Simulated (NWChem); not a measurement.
Molecule: sulfur dioxide (SO2); SMILES O=S=O

```xyz
3

O      1.2504     0.0000     0.3713
S      0.0000     0.0000    -0.3713
O     -1.2504     0.0000     0.3713
```
Atoms are numbered in this order, from 1.

Coordinates come from a PBE0/def2-SVP optimisation.

Symmetry labels are those of C2v in the frame above (b1 and b2, or b-type labels, depend on it).

List the 4 lowest vertical singlet excitations from LRC-wPBEh/def2-SVP, full TDDFT (NWChem).


| state | energy (eV) | oscillator strength | symmetry | leading excitation (squared amplitude) |
|---|---|---|---|---|
| S1 | 3.90 | 0.005 | b2 | HOMO → LUMO (1.00) |
| S2 | 4.31 | 0.000 | a2 | HOMO−1 → LUMO (1.00) |
| S3 | 6.40 | 0.063 | b1 | HOMO−2 → LUMO (0.88) |
| S4 | 8.33 | 0.000 | a2 | HOMO−3 → LUMO (1.00) |
